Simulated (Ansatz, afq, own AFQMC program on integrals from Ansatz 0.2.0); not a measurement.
AFQMC on a folder of integrals that Ansatz 0.2.0 wrote.

```yaml
crystal:
  periodic: [false, false, false]
  atoms:
    - {symbol: H, position_ang: [0.000000, 0.000000, -1.084000]}
    - {symbol: H, position_ang: [0.000000, 0.000000, -0.339000]}
    - {symbol: Si, position_ang: [0.000000, 0.000000, 1.423000]}
basis:
  gaussian: {orbitals: cc-pVTZ}
magnetization: {spin_polarized: true, initial_magnetization: 2}
correlation: {method: ccsd_t, electrons: outside_noble_gas, hamiltonian_folder: ham}
```

```sh
$ ansatz run in.yaml --threads 1 --pin off --events-out ev --progress --plain --max-ram 16896MiB --backend cuda --devices 0, --max-vram 18GiB
```

Options of the walk:

```
--method phaseless --trial cisd --walkers 4000 --populations 20 --least-time 60 --time-step 0.005 --steps-per-block 50 --equilibration-blocks 28 --max-blocks 4000 --target-error 0.00015 --factor-cut 1e-05 --start spin_pure --seed 3487 --release-times 0.24,0.51,0.99,1.62,2.4 --release-step 0.03 --release-every 3 --taylor-order 6
```

Times are imaginary, in 1/Eh. The walk had a cap of 185 s. With eight or more populations the least sampling time is a fifth of least-time, and the error comes from their spread.

afq prints:

```
orbitals 57  electrons 4 2  factors 343 of 352
reference energy -289.96891179 Eh
CCSD correlation -0.12100391 Eh in 11 cycles, weight of the determinant in the CISD state 0.9120
energy of the start -290.089458 Eh
 block  time / (1/Eh)  mean weight  energy / Eh
     1     0.250  1.0001  -290.089250
     2     0.500  0.9999  -290.089916
     3     0.750  0.9998  -290.090663
     4     1.000  0.9997  -290.091363
     5     1.250  1.0002  -290.092062
    10     2.500  0.9999  -290.093466
    15     3.750  0.9998  -290.094123
    20     5.000  1.0001  -290.094272
    25     6.250  0.9999  -290.094422
    30     7.500  1.0000  -290.094706
    34     8.500  0.9999  -290.095145
    35     8.750  1.0001  -290.094933
    40    10.000  1.0000  -290.094395
    45    11.250  1.0001  -290.094211
    50    12.500  1.0000  -290.094094
    54    13.500  1.0002  -290.093987
    55    13.750  0.9999  -290.094386
    60    15.000  0.9999  -290.094173
    65    16.250  0.9999  -290.094252
    70    17.500  1.0000  -290.094144
    75    18.750  0.9999  -290.094287
    78    19.500  0.9997  -290.094482
error from the spread of 20 populations
released: time / (1/Eh)  energy / Eh  error  mean overlap
  0.24  -290.094496  0.000057  0.9981
  0.51  -290.094447  0.000083  0.9969
  0.99  -290.094574  0.000040  0.9971
  1.62  -290.094627  0.000040  0.9941
  2.40  -290.094634  0.000051  0.9896
energy -290.094374 +/- 0.000075 Eh
(rows thinned)
```

The run passed its tests (sampling time, drift between the halves within three errors, error under three times the target), which doesn't prove that it has relaxed.

Against this walk (error 2.0 meV) on the same determinant: CCSD(T) 20.9 meV higher, CCSDT(Q) 7.4 meV lower. The error is statistical and leaves out the bias of the constraint. Released to 2.40 1/Eh the energy lies 7.1 ± 2.5 meV (both errors) below the phaseless value, which shows part or all of the bias of the constraint, and CCSDT(Q) lies 0.3 meV below the released value.

Cautions: constraint bias not in the error; lower spins were not checked.

The walk took 35 s on 1 × NVIDIA H100 80GB HBM3 with 2 threads of AMD EPYC 7R13 Processor (Zen 3), with other jobs on the host (the card was shared). The log's last line is the phaseless energy.

CCSDT and higher add their correlation energy to the determinant of the CCSD(T) run, since their own runs factorise the integrals more tightly (a shift of under 2 meV). A walk keeps the symmetry of its determinant, which the program's search chose and which needn't be the lowest solution, so a lower state of the same spin and another symmetry isn't excluded.
